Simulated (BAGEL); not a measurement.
# MRCI(8,5)/6-31G(d) (density fitting with qzvpp-jkfit, spherical functions) run of HF (hydrogen fluoride)

Aim: the energy change on altering one bond length of HF (hydrogen fluoride) at MRCI(8,5)/6-31G* (density fitting with qzvpp-jkfit, spherical functions), from 2 runs. 

The calculation is run with BAGEL 1.2.2.

1 further run of the same task is left out (set aside as unsound or not needed). Runs told in other sessions of the task aren't counted.

## Step 1: The structure to begin with

HF: 2 atoms, total charge 0, spin state singlet. As SMILES, `F`. The coordinates come from a PBE0-D4/def2-TZVP relaxation.

Bond lengths: F1–H2 0.920 Å.

## Step 2: A single-point energy at MRCI(8,5)/6-31G(d) (density fitting with qzvpp-jkfit, spherical functions)

Input file mrci.json:

```json
{ "bagel" : [

{
  "title" : "molecule",
  "basis" : "6-31gs.json",
  "df_basis" : "qzvpp-jkfit",
  "angstrom" : true,
  "geometry" : [
    { "atom" : "F", "xyz" : [      -0.390000,       0.144600,      -0.196400 ] },
    { "atom" : "H", "xyz" : [       0.390000,      -0.144600,       0.196400 ] }
  ]
},

{ "title" : "hf" },

{ "title" : "casscf", "nstate" : 1, "nact" : 5, "nclosed" : 1, "nspin" : 0, "maxiter" : 200, "natocc" : true },

{ "title" : "print", "file" : "orbitals.molden", "orbitals" : true },

{ "title" : "smith", "method" : "mrci", "ncore" : 1 }

]}
```

The basis set 6-31G* is read from a file made from the Basis Set Exchange's data (not shown).

On the command line:

```console
$ BAGEL_NUM_THREADS=1 BAGEL mrci.json > mrci.out
```

The program printed:

```text
* using 1 threads per process

  ===============================================================
  ===============================================================

  *** Geometry ***

  { "atom" : "F", "xyz" : [     -0.736993,      0.273254,     -0.371142 ] },
  { "atom" : "H", "xyz" : [      0.736993,     -0.273254,      0.371142 ] },

  Number of auxiliary basis functions:       95

  Since a DF basis is specified, we compute 2- and 3-index integrals:
    o Being stored without compression. Storage requirement is 0.000 GB

  Number of basis functions:       16
  Number of electrons      :       10

    * METHOD: MOLECULE                             0.01

  *** RHF ***

  === Nuclear Repulsion ===
     5.1769523111

      * DIIS with orbital gradients will be used.

  === RHF iteration (6-31gs.json) ===
      0        -99.91228595          0.06898121           0.00
      1        -99.97606647          0.03396700           0.00
      2       -100.00039598          0.00361901           0.00
      3       -100.00067912          0.00056575           0.00
      4       -100.00069102          0.00009554           0.00
      5       -100.00069149          0.00000948           0.00
      6       -100.00069149          0.00000108           0.00
      7       -100.00069149          0.00000006           0.00
      8       -100.00069149          0.00000001           0.00
      9       -100.00069149          0.00000000           0.00
    * SCF iteration converged.

    * Permanent dipole moment:
           (   -0.663672,     0.246069,    -0.334218) a.u.

    * METHOD: HF                                   0.03

  ---------------------------
      CASSCF calculation
  ---------------------------

    * nstate   :      1
    * nclosed  :      1
    * nact     :      5
    * nvirt    :     10
  === CASSCF iteration (6-31gs.json) ===

    * Using the second-order algorithm

      0  0      -100.00440431     3.66e-03      0.00

      1  0      -100.02456294     4.99e-03      0.01

      2  0      -100.02605360     1.21e-03      0.01

      3  0      -100.02607746     4.81e-04      0.01

      4  0      -100.02607924     1.82e-04      0.01

      5  0      -100.02607946     6.59e-05      0.01

      6  0      -100.02607948     2.34e-05      0.01

      7  0      -100.02607949     8.24e-06      0.01

      8  0      -100.02607949     2.91e-06      0.01

      9  0      -100.02607949     1.03e-06      0.01

     10  0      -100.02607949     3.64e-07      0.01

     11  0      -100.02607949     1.29e-07      0.01

     12  0      -100.02607949     4.58e-08      0.01

     13  0      -100.02607949     1.63e-08      0.01

     14  0      -100.02607949     5.82e-09      0.00

    * Second-order optimization converged. *

     guess   0:   closed 1111.                open .....

  === FCI iteration ===

      0  0      -100.00027725     5.00e-02      0.00
      1  0      -100.02550014     7.77e-03      0.00
      2  0      -100.02606029     1.21e-03      0.00
      3  0      -100.02607906     1.83e-04      0.00
      4  0      -100.02607949     1.38e-05      0.00
      5  0      -100.02607949     4.67e-07      0.00
      6  0 *    -100.02607949     3.39e-14      0.00

     * ci vector, state   0, <S^2> = 0.0000
       2222.     0.9944736219
       222.2    -0.1031062610

    * METHOD: CASSCF                               0.09

    * METHOD: PRINT                                0.00

  === SMITH program ===

    * freezing 1 orbital
    * XMS rotation is only appropriate for CASPT2, and will not be used with mrci

    * Approximate memory requirement for SMITH calulation per MPI process:
      o Storage requirement for T-amplitude, lambda, and residual is 0.00 GB
      o Storage requirement for MO integrals is 0.00 GB
    * Calculating and saving rdm4

    * Zeroth order energy : state  0       -7.3920451720

      ---- iteration ----

        0   0  -100.17522706     0.04259142      0.26
        1   0  -100.17844532     0.00794585      0.26
        2   0  -100.17857290     0.00120461      0.27
        3   0  -100.17857769     0.00030660      0.28
        4   0  -100.17857794     0.00006709      0.27
        5   0  -100.17857796     0.00001674      0.27
        6   0  -100.17857796     0.00000316      0.27
        7   0  -100.17857796     0.00000079      0.26

      -------------------

        0   0  -100.18356108     0.00000000      0.00

    * METHOD: SMITH                                2.18

  ===============================================================
```

Run time: 2.5 s. Hardware: 1 thread of Arm Neoverse V1, shared host.

## Step 3: The distorted shape

Input file mrci.json:

```json
{ "bagel": [

{
  "title": "molecule",
  "basis": "6-31gs.json",
  "df_basis": "qzvpp-jkfit",
  "angstrom": "true",
  "geometry": [
    { "atom": "F", "xyz": [   -0.507038,    0.187994,   -0.255339 ] },
    { "atom": "H", "xyz": [    0.390000,   -0.144600,    0.196400 ] }
  ]
},
{
  "title": "hf"
},
{
  "title": "casscf",
  "nstate": 1,
  "nact": 5,
  "nclosed": 1,
  "maxiter": 200,
  "natocc": "true"
},
{
  "title": "print",
  "file": "orbitals.molden",
  "orbitals": "true"
},
{
  "title": "smith",
  "method": "mrci",
  "ncore": 1
}

]}
```

The basis set 6-31G* is read from a file made from the Basis Set Exchange's data (not shown).

On the command line:

```console
$ BAGEL_NUM_THREADS=1 BAGEL mrci.json > mrci.out
```

The program printed:

```text
* using 1 threads per process

  ===============================================================
  ===============================================================

  *** Geometry ***

  { "atom" : "F", "xyz" : [     -0.958163,      0.355257,     -0.482521 ] },
  { "atom" : "H", "xyz" : [      0.736993,     -0.273254,      0.371142 ] },

  Number of auxiliary basis functions:       95

  Since a DF basis is specified, we compute 2- and 3-index integrals:
    o Being stored without compression. Storage requirement is 0.000 GB

  Number of basis functions:       16
  Number of electrons      :       10

    * METHOD: MOLECULE                             0.01

  *** RHF ***

  === Nuclear Repulsion ===
     4.5015073297

      * DIIS with orbital gradients will be used.

  === RHF iteration (6-31gs.json) ===
      0        -99.87779538          0.07252030           0.00
      1        -99.94847271          0.03912566           0.00
      2        -99.98138972          0.00448981           0.00
      3        -99.98194327          0.00072452           0.00
      4        -99.98196778          0.00012685           0.00
      5        -99.98196866          0.00001228           0.00
      6        -99.98196867          0.00000128           0.00
      7        -99.98196867          0.00000011           0.00
      8        -99.98196867          0.00000003           0.00
      9        -99.98196867          0.00000001           0.00
     10        -99.98196867          0.00000000           0.00
    * SCF iteration converged.

    * Permanent dipole moment:
           (   -0.742617,     0.275340,    -0.373974) a.u.

    * METHOD: HF                                   0.03

  ---------------------------
      CASSCF calculation
  ---------------------------

    * nstate   :      1
    * nclosed  :      1
    * nact     :      5
    * nvirt    :     10
  === CASSCF iteration (6-31gs.json) ===

    * Using the second-order algorithm

      0  0       -99.99053676     7.79e-03      0.00

      1  0      -100.01011010     5.60e-03      0.01

      2  0      -100.01428413     2.09e-03      0.01

      3  0      -100.01436707     8.84e-04      0.01

      4  0      -100.01437244     3.30e-04      0.01

      5  0      -100.01437303     1.18e-04      0.01

      6  0      -100.01437311     4.20e-05      0.01

      7  0      -100.01437312     1.48e-05      0.01

      8  0      -100.01437312     5.25e-06      0.01

      9  0      -100.01437312     1.86e-06      0.01

     10  0      -100.01437312     6.60e-07      0.01

     11  0      -100.01437312     2.34e-07      0.01

     12  0      -100.01437312     8.31e-08      0.01

     13  0      -100.01437312     2.95e-08      0.01

     14  0      -100.01437312     1.05e-08      0.00

     15  0      -100.01437312     3.76e-09      0.00

    * Second-order optimization converged. *

     guess   0:   closed 1111.                open .....

  === FCI iteration ===

      0  0       -99.98099568     4.96e-02      0.00
      1  0      -100.01349188     8.12e-03      0.00
      2  0      -100.01432972     1.68e-03      0.00
      3  0      -100.01437248     2.34e-04      0.00
      4  0      -100.01437311     1.96e-05      0.00
      5  0      -100.01437312     1.15e-06      0.00
      6  0 *    -100.01437312     9.27e-15      0.00

     * ci vector, state   0, <S^2> = -0.0000
       2222.     0.9905369733
       222.2    -0.1354206938

    * METHOD: CASSCF                               0.09

    * METHOD: PRINT                                0.00

  === SMITH program ===

    * freezing 1 orbital
    * XMS rotation is only appropriate for CASPT2, and will not be used with mrci

    * Approximate memory requirement for SMITH calulation per MPI process:
      o Storage requirement for T-amplitude, lambda, and residual is 0.00 GB
      o Storage requirement for MO integrals is 0.00 GB
    * Calculating and saving rdm4

    * Zeroth order energy : state  0       -7.0704065256

      ---- iteration ----

        0   0  -100.16404004     0.04282171      0.25
        1   0  -100.16750527     0.00783468      0.27
        2   0  -100.16763932     0.00124836      0.27
        3   0  -100.16764405     0.00031446      0.28
        4   0  -100.16764434     0.00006603      0.28
        5   0  -100.16764435     0.00001740      0.27
        6   0  -100.16764435     0.00000367      0.29
        7   0  -100.16764435     0.00000089      0.28

      -------------------

        0   0  -100.17278774     0.00000000      0.00

    * METHOD: SMITH                                2.22

  ===============================================================
```

It took 2.5 s on 1 thread of Arm Neoverse V1, shared host.

## Step 4: Outcome

Level: MRCI(8,5)/6-31G* (density fitting with qzvpp-jkfit, spherical functions), 1 core orbital frozen.

| quantity | value |
| --- | --- |
| first shape: total energy | -100.17858 Eh |
| distorted shape: total energy | -100.16764 Eh |
| energy change with the F1–H2 bond stretched from 0.920 to 1.058 Å | 0.298 eV |

**Reading.** With the F1–H2 bond stretched from 0.920 to 1.058 Å the energy rises by 0.30 eV (6.9 kcal/mol). The first shape isn't relaxed at this level, so the change isn't measured from a minimum. With the Davidson correction the energy (first shape) is -100.18356 Eh. With the Davidson correction the energy (distorted shape) is -100.17279 Eh.
